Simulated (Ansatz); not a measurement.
A calculation with Ansatz (development build ahead of 0.2.0).

```yaml
crystal:
  periodic: [false, false, false]
  atoms:
    - { symbol: O, position_ang: [0.00491, -0.04802, -1.69516] }
    - { symbol: C, position_ang: [0.02622, -0.04103, -0.53705] }
    - { symbol: S, position_ang: [-0.04737, -0.00025, 1.02218] }
basis:
  gaussian: { orbitals: aug-cc-pVDZ }
hamiltonian:
  xc: hf
correlation:
  method: mp2
  frozen_orbitals: { C: 1, O: 1, S: 5 }
```

The input is written out in the form of the current development build from the run's settings.

Output:

- Converged: yes
- Reference energy: -510.29915 hartree
- Correlation energy: -0.45682 hartree
- Total energy: -510.75597 hartree
- Spin squared of the determinant: 0.000
